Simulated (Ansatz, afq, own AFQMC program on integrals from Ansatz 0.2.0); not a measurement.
# CH2N, quartet in cc-pVDZ along one coordinate

```xyz
4

N     0.0000    0.0000    0.5481
C     0.0000    0.0000   -0.8171
H     0.0000    0.8633    1.0602
H     0.0000   -0.8633    1.0602
```

The N1–C2 distance is changed with both sides rigid. Energies in eV count from this geometry (1.365 Å) at the same level; the start stands on UHF, each point on the determinant named.

Basis cc-pVDZ. Noble-gas cores (and the filled d shells of Ga–Kr and In–Xe) are frozen. AFQMC by an in-house program on the Cholesky factors that Ansatz 0.2.0 writes for its CCSD(T) run. ph-AFQMC/CISD is guided by a CISD state made of CCSD amplitudes; releasing the constraint for a short imaginary time cuts its bias at the price of noise, slowly where states lie close. Error bars are statistical, one sigma.

Cautions, each for one point or more: lower spins were not checked; the ph-AFQMC/CISD walk drifts between its halves.

| r(N1–C2) / Å | det. | T1 | weight | ⟨S²⟩ | CCSD(T) | ph-AFQMC/CISD | released AFQMC | CCSDT(Q) | CCSD | PBE0 |
| --- | --- | --- | --- | --- | --- | --- | --- | --- | --- | --- |
| 1.087 | UHF | 0.012 | 0.92 | 3.76 | 3.805 | 3.808 ± 0.014 | – | 3.811 | 3.789 | 3.417 |
| 1.650 | UHF | 0.020 | 0.90 | 3.76 | 0.833 | 0.810 ± 0.017 | 0.782 ± 0.024* | 0.820 | 0.865 | 1.041 |
| 2.153 | UHF† | 0.019 | 0.90 | 3.79 | 1.162 | 1.124 ± 0.017 | 1.123 ± 0.022* | 1.150 | 1.147 | 1.542 |
| 2.996 | ROHF† | 0.015 | 0.90 | pure | 1.499 | 1.482 ± 0.015 | – | 1.500 | 1.447 | 2.119 |
| 4.588 | UHF† | 0.006 | 0.91 | 3.76 | 1.671 | 1.654 ± 0.013 | 1.648 ± 0.022* | 1.675 | 1.610 | 2.361 |

Weight is that of the determinant in the CISD state; at the start T1 is 0.016 and the weight 0.92, and ⟨S²⟩ is 3.76. An asterisk marks released energies that aren't shown to be converged. A dagger marks points whose determinant fills other symmetries than the start's, so the wave-function levels may follow another state there, or a degenerate partner. A dash marks a missing value, a released energy that hasn't settled or a functional that sits on another state. Largest departures from CCSDT(Q), at the points where its series has closed: CCSD(T) 0.013 eV at 1.650 (on UHF), ph-AFQMC/CISD -0.026 eV at 2.153 (on UHF) (within the noise), CCSD -0.065 eV at 4.588 (on UHF). The functionals aren't scored here. In this small basis the wave-function levels are far from their limit, so their gap to the functionals isn't the functionals' error. In total energy ph-AFQMC/CISD lies 28 ± 10 meV above CCSDT(Q) at the start, so its agreement along the curve rests in part on cancellation.

Some points may be missing: those where a free walk finds a much lower state, and past Zn most of those on another determinant than at the start.

CCSDT and higher add their correlation energy to the determinant of the CCSD(T) run, since their own runs factorise the integrals more tightly (a shift of under 2 meV). A walk keeps the symmetry of its determinant, which the program's search chose and which needn't be the lowest solution, so a lower state of the same spin and another symmetry isn't excluded.
